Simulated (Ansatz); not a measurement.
| atom | x (Å) | y (Å) | z (Å) |
| --- | --- | --- | --- |
| H | 0.0000 | 0.3700 | 2.8000 |
| H | 0.0000 | -0.3700 | 2.8000 |
| Li | 1.3400 | 0.0000 | 0.0000 |
| Li | -1.3400 | 0.0000 | 0.0000 |

RHF on singlet Li₂H₂ was run in several spherical basis sets with Ansatz (development build ahead of 0.2.0).

Rank the basis sets by the total energy that they give, lowest first, with the distance from the lowest.
A. def2-SVP
B. 6-31G
C. cc-pVDZ

C (0.00 eV), B (0.16 eV), A (0.40 eV).

Totals follow the description of the cores as much as that of the bonds, so this order isn't one of quality for chemistry.
